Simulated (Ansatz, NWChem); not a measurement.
# CH3NO (formamide): from total energies to a heat of formation

The species is CH3NO (6 atoms), meant as a singlet with charge 0. As SMILES, `NC=O`. Geometry: relaxed at PBE0-D4/def2-TZVP. This is one conformer, not always the lowest.

Total energies at r2SCAN/def2-TZVP (NWChem 7.3.0); the atoms run unrestricted:

```tsv
species	state	energy (Eh)
CH3NO	singlet	-169.876912
N	quartet	-54.581012
C	triplet	-37.832920
O	triplet	-75.058623
H	doublet	-0.499927
```

Harmonic wavenumbers at PBE0-D4/def2-TZVP, in cm⁻¹: 243, 570, 650, 1050, 1063, 1287, 1420, 1620, 1832, 2957, 3611, 3752.

Measured heats of formation of the gaseous atoms at 298.15 K, in kJ/mol: N 472.4, C 716.9, O 249.2, H 218.0. Spin-orbit lowering of the atoms at 298 K (mean of the ground term's levels less their thermal mean, from spectra), in kJ/mol: C 0.02, O 0.40. Take 1 Eh = 2625.50 kJ/mol, 1 cm⁻¹ = 0.0119627 kJ/mol, RT = 2.479 kJ/mol.

Problem. What heat of formation follows?

Solution. 
1. Electronic atomisation energy: (-54.581012) + (-37.832920) + (-75.058623) + 3 × (-0.499927) − (-169.876912) = 0.904576 Eh = 2375.0 kJ/mol.
2. Zero-point energy: half the sum of the wavenumbers, 10027.5 cm⁻¹ = 120.0 kJ/mol.
3. Thermal vibrational enthalpy, Σ hcν̃/(exp(hcν̃/kT) − 1): 2.3 kJ/mol. Translation, rotation and pV of a non-linear molecule: 4 RT = 9.9 kJ/mol.
4. The 6 free atoms carry 5/2 RT each: 37.2 kJ/mol.
5. Spin-orbit coupling lowers the free atoms by 0.02 + 0.40 = 0.4 kJ/mol.
6. Atomisation enthalpy at 298 K: 2375.0 − 0.4 − 120.0 − 2.3 − 9.9 + 37.2 = 2279.6 kJ/mol.
7. Sum of the atoms' heats of formation: 2092.5 kJ/mol. Heat of formation: 2092.5 − 2279.6 = -187.1 kJ/mol.

The tabulated value is -193.9 kJ/mol (CRC Handbook of Chemistry and Physics), so this level is off by +6.8 kJ/mol, or 0.3 % of the atomisation enthalpy that the table implies (2286.4 kJ/mol). Anharmonicity and any spin-orbit splitting of the molecule are left out.
